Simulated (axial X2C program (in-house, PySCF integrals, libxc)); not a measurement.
## SBS: properties at the nuclei

Computed with an axial X2C code built on PySCF integrals: two-component X2C with atomic mean-field Coulomb and Gaunt terms, Gaussian nuclei, basis S dyall-av3z, B dyall-v3z with contracted cores.

S–B–S held linear, with bonds 1.666 and 1.666 Å (near the PBE0 minimum at charge 0 of the determinant lowest at the starting distance; the state shown can have its own minimum elsewhere, held linear; other orders of the atoms were not compared).

Input and command:
```json
{"zs": [16, 5, 16], "q": 0, "bas": ["dyall-av3z", "dyall-v3z", "dyall-av3z"], "r0": [1.72, 1.72], "symm": 1, "scan": ["PBE0", "HF", "PBE"], "levels": ["PBE0", "HF", "BHandHLYP"], "nst": 2}
```
```bash
python solin.py task.json out
```

Keys: zs atomic numbers; q charge; bas basis sets; r0 starting distance in Å; symm equal bonds; scan levels of the two-bond scan; levels methods; nst determinants followed.

Determinant lowest in the PBE0 search, Ω = 3/2 (⟨Sz⟩ = 0.50, ⟨Lz⟩ = 1.00 at PBE0), spin on the atoms S 0.30, B -0.10, S 0.30:

| level | A∥/gI S (MHz) | qzz S (a.u.) | A∥/gI B (MHz) | qzz B (a.u.) |
| --- | --- | --- | --- | --- |
| PBE0 | 142 | -0.21 | -5.39 | -0.34 |
| HF | 193 | -0.31 | -21.7 | -0.38 |
| BHandHLYP | 162 | -0.22 | -9.02 | -0.38 |

Determinant 0.05 eV from it at PBE0 and this distance, Ω = 1/2 (⟨Sz⟩ = -0.50, ⟨Lz⟩ = 1.00 at PBE0), spin on the atoms S -0.30, B 0.10, S -0.30:

| level | A∥/gI S (MHz) | qzz S (a.u.) | A∥/gI B (MHz) | qzz B (a.u.) |
| --- | --- | --- | --- | --- |
| PBE0 | 657 | -0.22 | 12.7 | -0.34 |
| HF | 670 | -0.33 | 10.8 | -0.38 |
| BHandHLYP | 677 | -0.24 | 6.71 | -0.38 |

A∥ (defined per Ω) follows by multiplying with gI = μI/(I μN); qzz is the electric field gradient, eQq0 = 234.96 MHz × Q/barn × qzz. The operators were transformed with the bare-nucleus X2C matrices; with these basis sets, hyperfine constants and field gradients can be off by tens of per cent, and where levels differ in sign neither size nor sign is settled.

**Question.** With gI(33S) = 0.4292, Q(33S) = -0.0694 barn, Q(11B) = 0.04059 barn (g factors from the IAEA table of nuclear moments by Stone; Q from Pyykkö, Mol. Phys. 2018), turn the PBE0 values of the first state into constants in MHz.

**Answer.** A∥(33S) = 142 × 0.4292 = 60.9 MHz; eQq0(33S) = 234.96 × (-0.0694) × (-0.21) = 3.42 MHz; eQq0(11B) = 234.96 × (0.04059) × (-0.34) = -3.24 MHz.

The molecule was held linear; bending was not examined, so a bent shape may lie lower.

Each state is one determinant with collinear spin. Unrestricted Hartree–Fock can overshoot spin polarisation at the nuclei. The search compared states at one distance, so a state with another bond length can lie lower. Where a field gradient or hyperfine factor spreads by more than a factor of two over the levels, a constant derived from it is not to be relied on. PBE0 term energies can be off by some tenths of an eV.
